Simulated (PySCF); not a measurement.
## The first ionisation energy along group 15

Calculated with PySCF 2.14 from differences of total energies of unrestricted determinants, without spin-orbit coupling. Values in eV. The last column holds reference values (NIST; (s) semi-empirical, (t) theoretical, else measured). Unmarked ones compare directly (S terms, centres of terms, or small fine structure); those marked * lie between the lowest fine-structure levels and include a spin-orbit shift.

```
                         element                                   configurations  MP2 (valence)  SCS-MP2 (valence)  CCSD(T) (valence)  SCS-MP2 (valence and next inner shell)     LDA     PBE  reference
 N (x2c-QZVPPall, spin-free X2C)                      [He] 2s2 2p3 → [He] 2s2 2p2         14.602             14.338             14.484                                  14.353  14.998  14.718     14.545
 P (x2c-QZVPPall, spin-free X2C)                      [Ne] 3s2 3p3 → [Ne] 3s2 3p2         10.506             10.326             10.485                                  10.329  10.563  10.473     10.526
As (x2c-QZVPPall, spin-free X2C)            [Ar] 3d10 4s2 4p3 → [Ar] 3d10 4s2 4p2          9.918              9.768              9.918                                   9.836  10.022   9.876     10.008
Sb (x2c-QZVPPall, spin-free X2C)            [Kr] 4d10 5s2 5p3 → [Kr] 4d10 5s2 5p2          9.010              8.884              9.024                                   8.979   9.127   8.965      9.124
Bi (x2c-QZVPPall, spin-free X2C)  [Xe] 4f14 5d10 6s2 6p3 → [Xe] 4f14 5d10 6s2 6p2          8.590              8.474                n/a                                   8.591   8.767   8.574    7.286 *
```

Question: Which of these methods has the smallest mean absolute error against the measured values here?

Answer: MP2 (valence), with 0.070 eV.

| method | elements | mean error (eV) | mean absolute error (eV) | largest error (eV) |
| --- | --- | --- | --- | --- |
| MP2 (valence) | 4 | -0.042 | 0.070 | -0.115 |
| SCS-MP2 (valence) | 4 | -0.222 | 0.222 | -0.241 |
| CCSD(T) (valence) | 4 | -0.073 | 0.073 | -0.100 |
| SCS-MP2 (valence and next inner shell) | 4 | -0.177 | 0.177 | -0.197 |
| LDA | 4 | 0.127 | 0.127 | 0.453 |
| PBE | 4 | -0.043 | 0.129 | 0.173 |

For Bi a determinant mixes LS terms or the coupling is close to jj, so these rows are model values.

Errors include the incompleteness of the basis and the frozen core.

"Valence" correlates the outer s and p shells and, in groups 3 to 12 and the f block, the outer d or f shell, open or full, or the next shell where the ion has no valence electron left; the wider scheme adds the next inner shell.
